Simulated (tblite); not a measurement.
Species: C₅H₁₁O (doublet state).
Numbering: `[CH3:1][CH2:2][C:3]([CH3:4])[O:5][CH3:6]` (hydrogens: H7, H8, H9 on C1; H10, H11 on C2; H12, H13, H14 on C4; H15, H16, H17 on C6)

The geometry is computed with GFN2-xTB (gas phase). This method treats the open shell by occupation alone, without spin polarisation.

Question: Give the optimised bond lengths and angles.

Answer: 
```tsv
bond	length (Å)	order
C1–C2	1.540	single
C2–C3	1.489	single
C3–C4	1.489	single
C3–O5	1.386	single
O5–C6	1.399	single
C1–H7, C1–H8, C1–H9	1.087	single
C2–H10, C2–H11	1.092	single
C4–H12, C4–H13	1.089	single
C4–H14	1.098	single
C6–H15, C6–H16, C6–H17	1.094	single
```

Bonds in one row agree within 0.01 Å and their mean is given. Orders are formal, as drawn. A selection of angles:
```tsv
angle	degrees
C2–C1–H7	110.2
H7–C1–H8	108.7
C1–C2–C3	113.1
C1–C2–H10	108.7
C3–C2–H10	109.5
C3–C2–H11	108.2
H10–C2–H11	108.6
C2–C3–C4	121.1
C2–C3–O5	112.8
C4–C3–O5	121.6
C3–C4–H12	108.9
C3–C4–H13	111.8
C3–C4–H14	112.6
H12–C4–H13	108.2
C3–O5–C6	118.3
O5–C6–H15	111.7
O5–C6–H16	106.2
H15–C6–H16	109.0
```

Torsions: C1–C2–C3–C4 68° (synclinal); C2–C3–O5–C6 174° (antiperiplanar). The mirror-image conformer, all signs reversed, is as good.

C3 (carbon bonded to 2 C and O) has angles 121.6°, 121.1° and 112.8°, sum 355.5°, 0.18 Å off the plane of its three neighbours. Of the pairs four or more bonds apart, C4···H17 is among the closest relative to their van der Waals radii: 2.73 Å, 94 % of the sum of Bondi's values. The C–C distances run from 1.489 Å (C3–C4, drawn single) to 1.540 Å (C1–C2, drawn single), a spread of 0.051 Å.

Point group: C1 (no symmetry element, even within 0.4 Å). Its GFN2-xTB frequencies are all real (lowest 56 cm⁻¹). 3 starts were optimised and ended at 0.00, 0.00 and 0.42 kcal/mol (GFN2-xTB); the lowest of these is shown.
